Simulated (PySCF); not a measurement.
# NaS−: from the state search to spectroscopic constants

One table from this session's results is given with a row withheld; the runs are named, their logs left out.

Computed with PySCF 2.14.0. Level: Na aug-pcseg-1, S aug-pcseg-1, no relativity.

Set-up of the first run:

The job is set up so:

| Property | Result |
| --- | --- |
| atoms | Na, S |
| charge | -1 |
| basis | Na aug-pcseg-1, S aug-pcseg-1 |
| Hamiltonian | no relativity |
| basis functions | 41 |
| electrons treated | 28 |
| masses in u | 22.9898, 31.9721 |
| levels | PBE0, PBE, r²SCAN, LDA, BHandHLYP, B2PLYP, CAM-B3LYP, HF, MP2, SCS-MP2, CCSD, CCSD(T) |
| grid | 80 radial by 434 angular points |
| occupations | held fixed by the projection of orbital angular momentum |
| dissociation limit | Na + S−, each in its ground configuration |
| starting distance in angstrom | 2.660 |
| values of 2S to try | 0, 2 |

Command:

```sh
OMP_NUM_THREADS=1 python dia.py task.json out
```

Steps of the session up to this table: Input; PBE0 along the bond; Other states along the same grid; PBE; r²SCAN (meta-GGA); LDA; BHandHLYP; B2PLYP (double hybrid); CAM-B3LYP (range-separated hybrid); RHF (mean field); MP2 and coupled cluster.

One table of the session follows, with a row left open; its other results are not shown here.

It belongs to the step «Constants by level of theory». 

```
      level  Re (Å)  ωe (cm⁻¹)  De (eV)
        RHF   2.429        370    0.063
    RHF-MP2   2.490        320     1.48
RHF-SCS-MP2   2.493        314     1.38
   RHF-CCSD   2.476        323     1.20
RHF-CCSD(T)   2.506        301     1.43
        LDA   2.404        351     2.02
        PBE   2.449        333     1.67
     r²SCAN   2.435        349     1.57
       PBE0       ?          ?        ?
  BHandHLYP   2.410        363     1.14
  CAM-B3LYP   2.401        366     1.27
     B2PLYP   2.455        333     1.50
```

Estimate the missing values for PBE0.

As computed: Re (Å): 2.424; ωe (cm⁻¹): 352; De (eV): 1.41. In the column «Re (Å)» it lies between BHandHLYP (2.410) and RHF (2.429).

De is counted to Na + S− in their ground configurations.
